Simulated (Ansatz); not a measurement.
Computed with frozen-core CCSD(T)/aug-cc-pVTZ // PBE0-D3(BJ)/def2-TZVPD in Ansatz (a quantum-chemistry and plane-wave program).

Ansatz 0.2 input:
```yaml
crystal:
  periodic: [false, false, false]
  atoms:
    - { symbol: C, position_ang: [-0.540887, -0.000913, 0.085347] }
    - { symbol: C, position_ang: [0.763673, 0.001264, 0.005611] }
    - { symbol: O, position_ang: [1.917896, 0.003219, -0.06496] }
    - { symbol: H, position_ang: [-1.07522, -0.936545, 0.012599] }
    - { symbol: H, position_ang: [-1.065459, 0.932975, 0.222798] }
basis:
  gaussian: { orbitals: aug-cc-pVTZ }
correlation:
  method: ccsd_t
```

Output:

```
Functional definition: HF
1083 factors; integrals over basis functions are off by at most 1.3e-3 eV
mean field evaluation 1: about -4128.1599 eV, gradient 3.2e1 eV
mean field evaluation 2: about -4128.1609 eV, gradient 3.2e1 eV
mean field evaluation 4: about -4130.2775 eV, gradient 4.1e0 eV
mean field evaluation 8: about -4130.3313 eV, gradient 5.1e-1 eV
mean field evaluation 16: about -4130.2763 eV, gradient 4.1e0 eV
mean field -4130.33347625 eV, -151.7869556114 hartree, gradient 3.2e-6 eV, S^2 0.000000; 0 other end points of the search recorded, 0 dependent functions left out
3 core orbitals not correlated
reference -4130.33347625 eV, -151.7869556114 hartree; 8, 8 occupied and 173, 173 virtual orbitals, 1083 factors
second order -14.89119572 eV of doubles, -0.00000000 eV of singles
cycle   1  -14.57489391 eV  change    3.2e-1 eV  update   1.0e-1
cycle   2  -14.99164917 eV  change   -4.2e-1 eV  update   3.6e-2
cycle   3  -15.10354026 eV  change   -1.1e-1 eV  update   1.6e-2
cycle   4  -15.09252548 eV  change    1.1e-2 eV  update   3.9e-3
cycle   5  -15.09069117 eV  change    1.8e-3 eV  update   1.3e-3
cycle   6  -15.09149930 eV  change   -8.1e-4 eV  update   4.3e-4
cycle   7  -15.09126238 eV  change    2.4e-4 eV  update   1.4e-4
cycle   8  -15.09127554 eV  change   -1.3e-5 eV  update   5.1e-5
cycle   9  -15.09129205 eV  change   -1.7e-5 eV  update   2.3e-5
cycle  10  -15.09129139 eV  change    6.6e-7 eV  update   8.4e-6
perturbative correction -0.73850641 eV, -0.0271396100 hartree
Total energy: -4146.16327404 eV, -152.3686899507 hartree
```

Cost: very roughly 50 core-seconds.
